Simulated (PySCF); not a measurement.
Input of a run (PBE0-D3(BJ)/def2-SVP geometry optimisation, gas phase (PySCF 2.14.0)), started from GFN2-xTB:
```
{"job": {"xc": "PBE0", "basis": "def2-SVP", "d3": "d3bj", "grid": 1, "kind": "geom"}, "charge": 0, "multiplicity": 1}
F      1.350672    -0.160190     0.029223
P     -0.179343    -0.007609     0.575774
H     -0.698721    -0.912844    -0.366031
H     -0.462374     1.085416    -0.261820
```

Output (energies in Eh, forces in Eh/bohr):
```
step   0  E = -441.97615954  max force = 0.014853
step   1  E = -441.97826011  max force = 0.002872
step   2  E = -441.97834380  max force = 0.001754
step   3  E = -441.97836062  max force = 0.000168
step   4  E = -441.97836135  max force = 0.000077
optimisation converged
```

Task: Summarise the run.

Result: The energy falls by 0.060 eV over 5 energy and gradient evaluations, the largest force component goes from 0.0149 to 7.7e-05 Eh/bohr, and the atoms move by 0.050 Å rms after alignment. Among the bonds, P2–H3 and P2–H4 change most and about equally (+0.030 Å). Bonds longer at the end by more than 0.005 Å: 2 of 3; shorter: 1. Among the angles that change most is F1–P2–H4, from 93.5° to 98.1°. The energy never rose by more than 1e-6 Eh on the way. The first step brought 95 % of the lowering.

Task: What are the final bond lengths?

Result: F1–P2 1.626 Å, P2–H3 1.435 Å, P2–H4 1.435 Å. Numbering counts from 1 in the input's order; the species is fluorophosphane (`FP`).

The run used 42 basis functions and 27 SCF cycles in all.

Whether it is a minimum is left open (no frequencies).
